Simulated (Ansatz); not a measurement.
The first iterations of a band of C2H5O (8 atoms, charge 0, multiplicity 2).

All numbers below come from Ansatz, UKS PBE0-D4/def2-SVP.

```
movable images  : 5
climbing image  : yes
spring          : 5.0 eV/Å²
optimiser       : quadratic models (default)
start path      : through a guess of the saddle point
force threshold : 0.05 eV/Å
iteration limit : 60
end points      : relaxed
```

Initial state:

```xyz
8
Properties=species:S:1:pos:R:3
H -0.572 -1.418 -0.257
C -0.125 -0.613 0.375
C 0.134 0.651 -0.426
O -0.862 -0.466 1.497
H 0.835 -1.086 0.699
H 0.630 1.408 0.199
H -0.813 1.079 -0.789
H 0.773 0.445 -1.299
```

Final state:

```xyz
8
Properties=species:S:1:pos:R:3
H -0.997 -1.926 0.738
C 0.053 -0.355 0.474
C 0.222 0.828 -0.398
O -0.993 -1.164 0.150
H 0.926 -0.831 0.941
H 0.984 1.506 0.012
H -0.727 1.384 -0.487
H 0.531 0.558 -1.429
```

| iteration | highest image above the first end (eV) | largest band force component (eV/Å) |
| --- | --- | --- |
| 1 | 3.256 | 30.972 |
| 2 | 1.303 | 3.077 |
| 3 | 0.845 | 1.103 |
| 4 | 0.822 | 1.773 |
| 5 | 1.219 | 1.617 |

**Question.** Does the band converge within its limit, and where does its top end?

**Answer.** The run converged. It ended after 16 iterations with the highest image 1.329 eV above the first end. The profile has 2 maxima (images 2, 4) with wells between them (image 3): this band takes more than one step, which may be the mechanism or a detour left from its start path. Neighbouring images differ by up to 1.6 eV, so the band resolves the path poorly. A vibrational analysis at the climbing image gives one clearly imaginary mode, 1991i cm⁻¹: a first-order saddle point.

Run time: 64 s on 2 threads of Intel(R) Xeon(R) 6975P-C (Granite Rapids), on a shared host, peak memory 0.17 GiB.
